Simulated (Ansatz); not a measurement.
Two shapes of singlet H2F2.

Shape 1:

```xyz
4

F     0.0302   -0.3499   -1.2142
H     0.0229    0.4116   -0.8069
F     0.0364    0.3756    1.1608
H     0.0004   -0.4963    0.8271
```

Shape 2:

```xyz
4

F     0.0084   -0.3862   -1.1991
H    -0.0089    0.4569   -0.8028
F     0.0063    0.3785    1.1992
H     0.0047   -0.4628    0.7941
```

Basis set: STO-3G (spherical functions). Left uncorrelated: 2 orbitals. Charge 0, multiplicity 1.

Computed with Ansatz (development build ahead of 0.2.0); each method stands on the lowest determinant of its kind that the runs found.

Q: Which shape is lower in energy, and by how much in each method?

A:

```json
{"method": "RHF", "E(2) − E(1) (eV)": "-0.315"}
{"method": "RHF-MP2", "E(2) − E(1) (eV)": "-0.394"}
```

Shape 2 is lower.
